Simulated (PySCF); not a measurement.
Gas-phase reaction: 2 trisilylamine + 3 H ⇌ 2 NH3 + 3 Si2H5

Computed with PySCF and rigid-rotor harmonic-oscillator thermochemistry at 1 bar. † marks an energy on the PBE0/def2-TZVP geometry and frequencies; other levels use their own. MP2 freezes the core. 6-31G* has spherical d functions here. Open shells (unrestricted): H (multiplicity 2), Si2H5 (multiplicity 2); the rest are closed-shell singlets. B3LYP is the form with VWN-RPA correlation. Si2H5: computed as isolated molecules; such fragments, hydroxides, amides, oligomers or adducts are transient or little studied in the gas. MP2 isn't extrapolated to the basis-set limit.

| level | ΔH°(298 K), kJ |
|---|---|
| B3LYP/def2-TZVP† | (withheld) |
| HF/6-31G* | 152 |
| HF/def2-TZVP† | 174 |
| M06-2X/def2-TZVP† | 143 |
| MP2/def2-SVP† | (withheld) |
| PBE/def2-TZVP† | 4 |
| r2SCAN/def2-TZVP† | (withheld) |
| ωB97X-V/def2-TZVP† | (withheld) |

Problem. What belongs in the gaps?

Solution. 
- B3LYP/def2-TZVP†, ΔH°(298 K), kJ: 34
- MP2/def2-SVP†, ΔH°(298 K), kJ: 154
- r2SCAN/def2-TZVP†, ΔH°(298 K), kJ: 52
- ωB97X-V/def2-TZVP†, ΔH°(298 K), kJ: 123
